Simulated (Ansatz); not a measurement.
# C₂H₆FNS: one species, many methods

One table from this session's results is given with a row withheld; the runs are named, their logs left out.

The runs use Ansatz 0.2.0, Gaussian basis; functionals in def2-TZVPP, the program's frozen cores in correlated methods.

The runs, in order: PBE-D4, r2SCAN-D4, PBE0-D4, B3LYP-D4, ωB97X-V, ωB97M-V, B2PLYP; CCSD(T)/def2-TZVPP; MP2/def2-QZVPP; extrapolation to the limit.

### The geometry

An earlier PBE0-D4 in a triple-zeta def2 set relaxation fixed the geometry.

SMILES `NCSCF`, 11 atoms, charge 0, spin multiplicity 1.

Atoms are counted from 1 here; the program's logs count them from 0.

Bond lengths: N1–C2 1.439 Å, N1–H6 1.012 Å, N1–H7 1.011 Å, C2–S3 1.822 Å, C2–H8 1.092 Å, C2–H9 1.097 Å, S3–C4 1.778 Å, C4–F5 1.383 Å, C4–H10 1.093 Å, C4–H11 1.092 Å. Angles: C2–N1–H6 111.2°, C2–N1–H7 111.2°, H6–N1–H7 108.8°, N1–C2–S3 107.6°, N1–C2–H8 108.8°, N1–C2–H9 115.6°, S3–C2–H8 109.0°, S3–C2–H9 106.9°, H8–C2–H9 108.7°, C2–S3–C4 99.7°, S3–C4–F5 113.2°, S3–C4–H10 111.2°, S3–C4–H11 106.8°, F5–C4–H10 107.4°, F5–C4–H11 108.5°, H10–C4–H11 109.8°.

Set-up of the first run:

The input, in.yaml:

```yaml
crystal:
  periodic: [false, false, false]
  atoms:
    - {symbol: N, position_ang: [-0.252316, 1.599797, 1.330614]}
    - {symbol: C, position_ang: [-0.545915, 0.536609, 0.405912]}
    - {symbol: S, position_ang: [0.666716, -0.793000, 0.691968]}
    - {symbol: C, position_ang: [0.631027, -1.579867, -0.901511]}
    - {symbol: F, position_ang: [1.280644, -0.852770, -1.882446]}
    - {symbol: H, position_ang: [0.590663, 2.092661, 1.066423]}
    - {symbol: H, position_ang: [-1.014955, 2.261501, 1.381938]}
    - {symbol: H, position_ang: [-1.547945, 0.155917, 0.614821]}
    - {symbol: H, position_ang: [-0.484506, 0.801966, -0.656568]}
    - {symbol: H, position_ang: [-0.395708, -1.739055, -1.239840]}
    - {symbol: H, position_ang: [1.137695, -2.540859, -0.790811]}
basis:
  gaussian: {orbitals: def2-TZVPP}
hamiltonian: {xc: pbe, dispersion: d4}
output: {forces: true, orbitals: {seedname: orbitals}}
```

Run with:

```bash
> ansatz run in.yaml --threads 4 --pin off --events-out ev --progress --plain --max-ram 10444MiB
```

Among the steps run: PBE-D4 (GGA); r2SCAN-D4 (meta-GGA); PBE0-D4 (hybrid); B3LYP-D4 (hybrid); ωB97X-V (range-separated); ωB97M-V (range-separated); B2PLYP (double hybrid); CCSD(T) in def2-TZVPP; MP2 in def2-QZVPP.

One of the session's tables, all rows but one given; the rest of the session is left out.

| method | atomisation energy (kcal/mol) |
| --- | --- |
| PBE-D4 | 969.4 |
| r2SCAN-D4 | 941.3 |
| PBE0-D4 | 946.1 |
| B3LYP-D4 | 941.6 |
| ωB97X-V | 945.4 |
| ωB97M-V | 946.1 |
| B2PLYP | 929.6 |
| HF/def2-TZVPP | 650.0 |
| MP2/def2-TZVPP | 927.9 |
| CCSD/def2-TZVPP | 895.9 |
| CCSD(T)/def2-TZVPP | 911.9 |
| MP2/CBS | ? |
| CCSD(T)/CBS | 940.5 |

Estimate the missing values for MP2/CBS.

**Answer.** atomisation energy (kcal/mol): 956.5. In the column «atomisation energy (kcal/mol)» it lies between ωB97M-V (946.1) and PBE-D4 (969.4).

Caveats from the session: Free atoms (1 N, 2 C, 1 S, 1 F, 6 H) were run apart at each level; the atomisation energy is their sum less the molecule, without zero-point or spin-orbit terms.
